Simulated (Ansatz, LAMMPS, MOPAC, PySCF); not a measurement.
## Rock-salt LiCl, lattice constant a

Reference value: 5.07 Å (measured, static lattice: zero-point anharmonic expansion removed, sources range from 5.056 to 5.072; as tabulated in Mejia-Rodriguez and Trickey (2018), arXiv:1807.09216).

| level (code) | value (Å) | error (%) |
|---|---|---|
| ionic model joung2008 (rigid ions, set for SPC/E water, LAMMPS) | 5.203 | +2.62 |
| PM7 semi-empirical Hartree-Fock (MOPAC) (MOPAC) | 4.905 | -3.25 |
| LDA (Ansatz) | 4.964 | -2.09 |
| PBE (Ansatz) | 5.150 | +1.58 |
| PBE-D4 (Ansatz) | 5.087 | +0.34 |
| r²SCAN (Ansatz) | 5.112 | +0.83 |
| Hartree–Fock (PySCF) | 5.248 ± 0.02 | +3.51 |

Leaving aside ionic model joung2008, which can be fitted to such values or carry a doubt: Of these levels PBE-D4 (+0.34 %) comes nearest. Farthest off: Hartree–Fock (+3.51 %). Within 2 %: PBE, PBE-D4, r²SCAN.

A ± on a computed value is a rough bar: the spread of its extrapolation, a floor set from checks against published values, or a statistical error. PM7 semi-empirical Hartree-Fock (MOPAC): the method was fitted mainly to molecules. PM7 semi-empirical Hartree-Fock (MOPAC): the run uses a supercell at the zone centre in place of a k mesh. Cutoffs and k meshes differ between the levels. Ansatz's density-functional and Hartree–Fock values are scalar-relativistic unless marked +SOC, with PAW data made under PBE.

Empirical potentials (ionic model joung2008) are fitted to chosen data, which need not cover the solid at hand: agreement can be built in, and what lay outside the fit can be far off.

Differences are worked out from the printed values.

Ansatz is a program for electronic structure.
